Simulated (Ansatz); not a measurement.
Ansatz (a quantum-chemistry and plane-wave program) input (HF/3-21G): The .json file is the Basis Set Exchange's 3-21G.

Ansatz 0.2 input:
```yaml
crystal:
  periodic: [false, false, false]
  atoms:
    - {symbol: C, position_ang: [0.00918137, 0.31297089, 1.03800941]}
    - {symbol: C, position_ang: [-0.00062558, 0.34132473, -0.27642200]}
    - {symbol: Cl, position_ang: [0.01231614, -1.00466445, 2.20039291]}
    - {symbol: Cl, position_ang: [-0.01474627, -1.12818010, -1.31236013]}
    - {symbol: Cl, position_ang: [-0.00058955, 1.90191669, -1.15682835]}
basis:
  gaussian:
    orbitals: 3-21G.json
hamiltonian:
  xc: {name: HF}
magnetization: {spin_polarized: true, initial_magnetization: 1}
phonons: {temperatures: {t_min: 298.15, t_max: 298.15, t_step: 100}}
```

Task: Which harmonic wavenumbers does it give?

Result: 137, 197, 250, 370, 446, 574, 785, 869, 1611 cm⁻¹ (unscaled; negative means imaginary).

The determinant is spin-contaminated: <S^2> is 1.07 against 0.75 for a pure state.
